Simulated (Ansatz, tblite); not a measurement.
Cost and result up the ladder for SiF2 (3 atoms). Charge 0, multiplicity 1. Geometry: r2SCAN-D4/def2-TZVP.

```xyz
3

Si    0.072    0.663    0.147
F     0.126   -0.084   -1.271
F    -0.198   -0.579    1.124
```

Ansatz on 4 threads of Intel Xeon 6975P-C on a shared host; xTB runs through tblite on one thread. Times are rough, summed over both states, and most runs start from the orbitals of an earlier one. PBE0-D4/def2-TZVP serves as the yardstick here, not as an exact answer. The other state is a triplet.

The xTB rows come from tblite.

xTB has no spin-polarisation term.

```tsv
level	functions	wall time	vertical triplet (eV)	difference from PBE0-D4/def2-TZVP (eV)
GFN2-xTB	17	0.002 s	3.55	0.49
GFN1-xTB	17	0.003 s	4.82	1.76
PBE-D4/def2-TZVP	99	0.55 s	3.14	0.08
PBE0-D4/def2-TZVP	99	0.7 s	3.06	0.00
r2SCAN-D4/def2-TZVP (with forces)	99	1.1 s	2.87	-0.19
```
